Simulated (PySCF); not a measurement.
Cartesian coordinates (Å):
SMILES: [OH]
```xyz
2

O      0.4946     0.0000     0.0000
H     -0.4947     0.0000     0.0000
```
Charge 0, spin multiplicity 2.

### Question
Predict the total energy, highest occupied spin orbital and dipole moment from PySCF 2.14.0 with TPSS-D3(BJ)/def2-TZVP // TPSS-D3(BJ)/def2-SVP.

### Answer

* **total energy**: -2061.88 eV
* **highest occupied spin orbital**: -7.32 eV
* **dipole moment**: 1.73 D
